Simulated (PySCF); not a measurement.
# Stretching BP

Set-up: basis B cc-pVTZ, P cc-pV(T+d)Z; no relativity; PySCF 2.14. Energies in eV from B + P in their ground configurations at the same level. State: ³Π (triplet), unpaired electrons σ ↑, π ↑.

All columns are PBE0. A positive dipole means B(−)P(+).

| R (Å) | E (eV) | μ (D) | Mulliken charge on B (basis-dependent) | HOMO (eV) | LUMO (eV) | Mayer bond order | ⟨S²⟩ |
| --- | --- | --- | --- | --- | --- | --- | --- |
| 1.497 | -2.381 | 0.06 | -0.23 | -7.62 | -5.01 | 2.48 | 2.01 |
| 1.567 | -3.070 | -0.03 | -0.15 | -7.43 | -4.85 | 2.44 | 2.01 |
| 1.637 | -3.452 | -0.11 | -0.09 | -7.24 | -4.71 | 2.40 | 2.01 |
| 1.689 | -3.587 | -0.18 | -0.05 | -7.12 | -4.61 | 2.37 | 2.01 |
| 1.741 | -3.622 | -0.24 | -0.02 | -7.01 | -4.52 | 2.33 | 2.01 |
| 1.793 | -3.579 | -0.29 | 0.01 | -6.90 | -4.43 | 2.29 | 2.01 |
| 1.863 | -3.434 | -0.37 | 0.03 | -6.77 | -4.32 | 2.24 | 2.01 |
| 1.950 | -3.157 | -0.45 | 0.05 | -6.61 | -4.20 | 2.15 | 2.01 |
| 2.054 | -2.751 | -0.55 | 0.06 | -6.44 | -4.06 | 2.03 | 2.01 |
| 2.194 | -2.178 | -0.68 | 0.07 | -6.20 | -4.07 | 1.82 | 2.02 |

A fit through these points gives, at Re = 1.736 Å, μ = -0.23 D and dμ/dR = -1.14 D/Å; the reduced mass is 8.122 u.

**Question.** How strong is the fundamental in the double-harmonic approximation, I = 42.26·(dμ/dR)²/μred km/mol?

**Answer.** I = 42.26·(-1.14)²/8.122 = 6.76 km/mol at PBE0.

The state is the lowest determinant that a PBE0 search found; another state may lie lower at other levels.
